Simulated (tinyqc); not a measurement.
Worked calculation: Pariser-Parr-Pople SCF with singles CI, for the molecule C=C(F)C=O (SMILES; centres numbered as the heavy atoms are written). One step of it, computed by the program tinyqc.

Problem. Iteration 2: Fock matrix. F_rr = H_rr + P_rr gamma_rr / 2 + sum_(s != r) P_ss gamma_rs; F_rs = H_rs - P_rs gamma_rs / 2; E = tr P (H + F) / 2 + core repulsion sum_(r<s) z_r z_s gamma_rs.

P after iteration 1:
```
           1C         2C         3F         4C         5O
1C   0.880917   0.880820  -0.236807   0.191200  -0.342549
2C   0.880820   1.057681   0.216688   0.409397  -0.079174
3F  -0.236807   0.216688   1.946203  -0.027663  -0.030048
4C   0.191200   0.409397  -0.027663   0.708562   0.842695
5O  -0.342549  -0.079174  -0.030048   0.842695   1.406637
```

core matrix H (eV):
```
            1C          2C          3F          4C          5O
1C  -31.722822   -2.310000    0.000000    0.000000    0.000000
2C   -2.310000  -38.125345   -2.090000   -2.310000    0.000000
3F    0.000000   -2.090000  -59.289596    0.000000    0.000000
4C    0.000000   -2.310000    0.000000  -34.332858   -2.430000
5O    0.000000    0.000000    0.000000   -2.430000  -35.998930
```

repulsion gamma_rs (eV):
```
           1C         2C         3F         4C         5O
1C  11.020000   5.320776   4.351103   3.859788   2.940052
2C   5.320776  11.020000   6.302446   5.320776   3.978901
3F   4.351103   6.302446  21.530000   4.351103   3.964944
4C   3.859788   5.320776   4.351103  11.020000   5.550089
5O   2.940052   3.978901   3.964944   5.550089  13.100000
```

Centres (angstrom, eV; a flat drawing with bonds scaled to 1.40 angstrom):
```
centre          x          y  core charge z          W   gamma_rr
1C      -1.697000  -0.700000              1  10.900000  11.020000
2C      -0.485000   0.000000              1  10.900000  11.020000
3F      -0.485000   1.400000              2  40.320000  21.530000
4C       0.727000  -0.700000              1  10.900000  11.020000
5O       1.940000   0.000000              1  15.600000  13.100000
```

Give: F; pi energy.

Solution.

F (eV):
```
         1C       2C        3F       4C       5O
1C  -5.9027  -4.6533    0.5152  -0.3690   0.5036
2C  -4.6533  -5.9776   -2.7728  -3.3992   0.1575
3F   0.5152  -2.7728  -19.1795   0.0602   0.0596
4C  -0.3690  -3.3992    0.0602  -5.1258  -4.7685
5O   0.5036   0.1575    0.0596  -4.7685  -8.3379
```

pi energy = -112.4787 eV
